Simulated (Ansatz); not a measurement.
**C₅H₁₁Cl: basis-set convergence**

Aim: see how fast density functionals converge with the basis set for C₅H₁₁Cl.

Program: Ansatz 0.2.0, Gaussian basis. Level of theory: one geometry, several basis sets. These are calculated values, not measurements.

The runs, in order: PBE0-D4/def2-SVP; ωB97M-V/def2-SVP; PBE0-D4/def2-QZVPP; ωB97M-V/def2-QZVPP; the functionals' def2-TZVPP values are taken from earlier runs.

## Step 1: The relaxed structure

All runs share one geometry, relaxed beforehand with PBE0-D4 in a triple-zeta def2 set.

17 atoms, charge 0, spin multiplicity 1.

Atoms are counted from 1 here; the program's logs count them from 0.

Bond lengths: C1–C2 1.519 Å, C1–H7 1.093 Å, C1–H8 1.092 Å, C1–H9 1.094 Å, C2–C3 1.520 Å, C2–H10 1.096 Å, C2–H11 1.096 Å, C3–C4 1.518 Å, C3–H12 1.095 Å, C3–H13 1.098 Å, C4–C5 1.511 Å, C4–H14 1.098 Å, C4–H15 1.095 Å, C5–Cl6 1.790 Å, C5–H16 1.089 Å, C5–H17 1.091 Å. Angles: C2–C1–H7 111.1°, C2–C1–H8 111.6°, C2–C1–H9 111.1°, H7–C1–H8 107.7°, H7–C1–H9 107.5°, H8–C1–H9 107.7°, C1–C2–C3 112.9°, C1–C2–H10 109.6°, C1–C2–H11 109.6°, C3–C2–H10 109.4°, C3–C2–H11 109.1°, H10–C2–H11 106.0°, C2–C3–C4 112.9°, C2–C3–H12 109.5°, C2–C3–H13 109.4°, C4–C3–H12 109.3°, C4–C3–H13 109.3°, H12–C3–H13 106.2° and more.

## Step 2: PBE0-D4 in def2-SVP

Contents of in.yaml:

```yaml
crystal:
  periodic: [false, false, false]
  atoms:
    - {symbol: C, position_ang: [-1.557665, -1.643160, -1.193554]}
    - {symbol: C, position_ang: [-0.881092, -1.081282, 0.044377]}
    - {symbol: C, position_ang: [0.060696, 0.069414, -0.268598]}
    - {symbol: C, position_ang: [0.738156, 0.632691, 0.967757]}
    - {symbol: C, position_ang: [1.688082, 1.774295, 0.691919]}
    - {symbol: Cl, position_ang: [0.842202, 3.224389, 0.070570]}
    - {symbol: H, position_ang: [-2.144087, -0.874170, -1.703875]}
    - {symbol: H, position_ang: [-2.232195, -2.465440, -0.944715]}
    - {symbol: H, position_ang: [-0.820979, -2.022017, -1.907558]}
    - {symbol: H, position_ang: [-0.326411, -1.877542, 0.554794]}
    - {symbol: H, position_ang: [-1.641426, -0.738870, 0.755836]}
    - {symbol: H, position_ang: [-0.492947, 0.868132, -0.772793]}
    - {symbol: H, position_ang: [0.826022, -0.268234, -0.979144]}
    - {symbol: H, position_ang: [1.321588, -0.157094, 1.458641]}
    - {symbol: H, position_ang: [-0.013963, 0.959543, 1.693293]}
    - {symbol: H, position_ang: [2.205566, 2.092642, 1.595876]}
    - {symbol: H, position_ang: [2.428472, 1.506715, -0.062826]}
basis:
  gaussian: {orbitals: def2-SVP}
hamiltonian: {xc: pbe0, dispersion: d4}
output: {orbitals: {seedname: orbitals}}
```

Run with:

```
$ ansatz run in.yaml --threads 2 --pin off --events-out ev --progress --plain --max-ram 22528MiB --backend cpu
```

Further steps of the session: ωB97M-V in def2-SVP; PBE0-D4 in def2-QZVPP; ωB97M-V in def2-QZVPP.

**Question.** What will the summary of the whole plan be? Wanted: PBE0-D4: double and triple zeta above quadruple; ωB97M-V: double and triple zeta above quadruple.

As calculated:

```
                                       quantity           value
PBE0-D4: double and triple zeta above quadruple  10.80, 0.68 eV
ωB97M-V: double and triple zeta above quadruple  11.12, 0.66 eV
```

In words: PBE0-D4 gains 10.12 eV from double to triple zeta, then 0.68 eV more. These are total energies; as a rule much of such shifts cancels in differences, which this series doesn't test. The LUMO of ωB97M-V is positive and keeps falling with the basis (3.38 to 1.88 eV): an unbound level that the basis holds in place.
